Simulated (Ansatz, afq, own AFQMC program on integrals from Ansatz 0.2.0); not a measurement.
AFQMC on a folder of integrals that Ansatz 0.2.0 wrote.

```yaml
crystal:
  periodic: [false, false, false]
  atoms:
    - {symbol: O, position_ang: [0.000000, 0.001105, 0.695061]}
    - {symbol: C, position_ang: [0.000000, 0.009438, -0.660775]}
    - {symbol: H, position_ang: [0.868643, -0.569422, -1.021453]}
    - {symbol: H, position_ang: [0.000000, 1.008845, -1.116196]}
    - {symbol: H, position_ang: [-0.868643, -0.569422, -1.021453]}
basis:
  gaussian: {orbitals: cc-pVDZ}
total_charge: 1
magnetization: {spin_polarized: false, initial_magnetization: 2}
correlation: {method: ccsd_t, electrons: outside_noble_gas, hamiltonian_folder: ham}
```

```sh
$ ansatz run in.yaml --threads 1 --pin off --events-out ev --progress --plain --max-ram 1382MiB
```

afq runs on the folder ham with

```
--method phaseless --trial hf --walkers 120 --populations 1 --least-time 40 --time-step 0.005 --steps-per-block 20 --equilibration-blocks 112 --max-blocks 600 --target-error 0.00126 --factor-cut 1e-05 --start spin_pure --seed 6241 --taylor-order 6
```

Times are imaginary, in 1/Eh. The walk had a cap of 1833 s.

Log:

```
orbitals 41  electrons 7 5  factors 322 of 386
reference energy -114.06328541 Eh
CCSD correlation -0.30485960 Eh in 12 cycles, weight of the determinant in the CISD state 0.8602
energy of the start -114.063295 Eh
 block  time / (1/Eh)  mean weight  energy / Eh
     1     0.100  1.0023  -114.150102
     2     0.200  1.0036  -114.205948
     3     0.300  1.0026  -114.251057
     4     0.400  1.0004  -114.272105
     5     0.500  1.0004  -114.282821
     7     0.700  1.0014  -114.316297
     9     0.900  1.0011  -114.328616
    18     1.800  1.0031  -114.345518
    52     5.200  1.0012  -114.338766
    86     8.600  1.0027  -114.363204
   120    12.000  1.0002  -114.389068
   154    15.400  1.0015  -114.468835
   188    18.800  1.0000  -114.361015
   222    22.200  0.9998  -114.374972
   256    25.600  0.9997  -114.375199
   290    29.000  1.0003  -114.381974
   324    32.400  0.9876  -114.369177
   358    35.800  0.9983  -114.330615
   392    39.200  1.0000  -114.398069
   426    42.600  0.9990  -114.380013
   460    46.000  1.0005  -114.378812
   477    47.700  1.0025  -114.328974
   494    49.400  1.0000  -114.380601
   528    52.800  0.9983  -114.376214
   562    56.200  0.9979  -114.399978
   596    59.600  1.0009  -114.393931
   630    63.000  0.9983  -114.389515
   664    66.400  0.9995  -114.383839
   698    69.800  1.0005  -114.392535
blocks merged  error / Eh  count
     1  0.001001  600
     2  0.001300  300
     4  0.001652  150
     8  0.001870  75
    16  0.002204  37
    32  0.002394  18
    64  0.001901  9
energy -114.385851 +/- 0.002394 Eh
(rows thinned)
```

The run passed its tests (sampling time, drift between the halves within three errors, error under three times the target), which doesn't prove that it has relaxed.

Against this walk (error 65.1 meV) on the same determinant: CCSD(T) 265.4 meV higher, a separate phaseless walk with a CISD trial and standard settings 261.5 ± 66.1 meV higher. The error is statistical and leaves out the bias of the constraint. None of these is a sure reference here.

Cautions: constraint bias not in the error; error above the target (65.1 against 34.3 meV); higher spins were not checked; raised T1 diagnostic (T1 0.047, weight of the determinant 0.86, largest double 0.04); the bias of populations of 120 walkers isn't removed.

The walk took 4.2 min on 1 thread of Intel(R) Xeon(R) 6975P-C (Granite Rapids) (shared host). The log's last line is the phaseless energy.

A walk keeps the symmetry of its determinant, which the program's search chose and which needn't be the lowest solution, so a lower state of the same spin and another symmetry isn't excluded.
